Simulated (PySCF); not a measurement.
Bonds broken one at a time in the series allyl-X. Gas-phase values, no solvent. One relaxed conformer stands for each flexible species; it need not be the lowest. Strings in code marks are SMILES.

A: radical fragment (`[BH2]`)
B: radical fragment (`[CH]=O`)
C: radical fragment (`[GeH3]`)
D: radical fragment (`[CH2][SeH]`)
E: radical fragment (`[CH2]SC`)
F: radical fragment (`[CH2]B`)

Rank these by highest occupied spin orbital (lowest first), as PBE-D3(BJ)/def2-TZVP // PBE0-D4/def2-TZVP (PySCF) gives it.

F (-6.74 eV), C (-5.20 eV), A (-4.92 eV), B (-4.82 eV), D (-4.05 eV), E (-3.65 eV)
